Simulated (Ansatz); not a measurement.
CH2, singlet in 6-31G*: errors against full CI

Geometry: MP2(full)/6-31G*, from the G2/97 set.

```xyz
3

C     0.0000    0.0000    0.1002
H     0.0000    0.8622   -0.5971
H     0.0000   -0.8622   -0.5971
```

Basis 6-31G* (Cartesian d functions); Ansatz 0.2.0. Only valence electrons are correlated (noble-gas cores frozen), which leaves 6 electrons in 18 orbitals. R marks a restricted (for open shells ROHF) determinant, U an unrestricted one. Active spaces: valence = (6e, 6o) chosen from the atoms' valence shells.

Full CI is exact within this basis and frozen core; it isn't the basis-set limit. The frozen core follows each run's orbitals, which can shift R against U totals by a few meV.

- UHF ⟨S²⟩: 0.718
- T1 diagnostic (RCCSD): 0.0096
- largest doubles amplitude (RCCSD): 0.146

| level | E − E(RHF) (eV) |
| --- | --- |
| RMP2 | -2.6634 |
| RCCSD | -3.3577 |
| RCCSD(T) | -3.4291 |

Problem. Estimate how far full CI in 6-31G* lies from RCCSD(T). The table doesn't fix it; the size of (T) and the diagnostics are the guide.

Solution. Full CI in 6-31G* lies 2.1 kJ/mol below RCCSD(T), which is 31 % of the (T) step (-6.9 kJ/mol). A doubles amplitude is large, RHF is unstable towards spin polarisation, and the rest is a large part of (T).

The other levels:

```csv
level,E − E(full CI) (kJ/mol),share of correlation (%),wall time
UHF†,281.7,–,–
UMP2†,53.7,–,–
CISD,20.3,93.89,0.15 s
UCCSD†,-0.8,–,–
UCCSD(T)†,-6.5,–,0.45 s
BCCD(T),2.1,99.36,0.18 s
RCCSDT,0.3,99.90,–
UCCSDT*†,-18.5,–,–
CISDTQ,0.4,99.88,0.48 s
RCCSDT(Q),0.1,99.98,0.36 s
UCCSDT(Q)*†,-22.0,–,6 s
RCCSDTQ,0.0,100.00,1.4 s
CASSCF (valence space),174.6,47.57,–
NEVPT2 (valence space),40.1,87.97,0.18 s
MRCISD (valence space),5.2,98.45,–
MRCISD+Q (valence space),1.0,99.69,0.45 s
```

An asterisk marks runs whose energy the program itself flagged as in doubt. A dagger marks rows that describe another state than the reference (another or a broken symmetry, a higher spin or other natural occupations), so the difference isn't the method's error.

The correlation energy at full CI, counted from RHF, is -3.451 eV. That run took 0.69 s on 1 thread of AMD EPYC 7R13, shared host over 168,192 determinants.

Times hold each run's SCF and search for its determinant on a shared host, so for small cases they say little of a method's own cost; they ran on 1 thread of AMD EPYC 7R13.

Unrestricted levels hold only the spin's projection, and here they fall towards a lower state of higher spin.

The full-CI state has the irrep A1 of C2v, in the program's axes.

Natural occupations of full CI about the gap: 1.971 1.963 1.890 0.088 0.028 0.023 0.011 0.007 0.005 0.003; effectively unpaired electrons, Σ n²(2−n)², 0.09.

Atomization energy (electronic, same basis, no zero-point term; atoms at the same level, unrestricted beside the R rows where the molecule is a closed shell, with restricted open-shell steps beyond CCSDT(Q)) at full CI: 655.1 kJ/mol. Errors of other levels:

| level | error (kJ/mol) |
| --- | --- |
| RHF | -143.5 |
| RMP2 | -23.4 |
| CISD | -16.0 |
| RCCSD | -5.8 |
| RCCSD(T) | -1.4 |
| BCCD(T) | -1.2 |
| RCCSDT | -0.3 |
| CISDTQ | -0.2 |
| RCCSDT(Q) | -0.1 |
| RCCSDTQ | 0.0 |
| CASSCF (valence space) | -24.6 |
| NEVPT2 (valence space) | -7.4 |
| MRCISD (valence space) | -3.4 |
| MRCISD+Q (valence space) | -2.7 |

This basis is far from its limit, so the value isn't to be set against a measured one. Truncated CI isn't size-consistent, which counts against it in atomization.
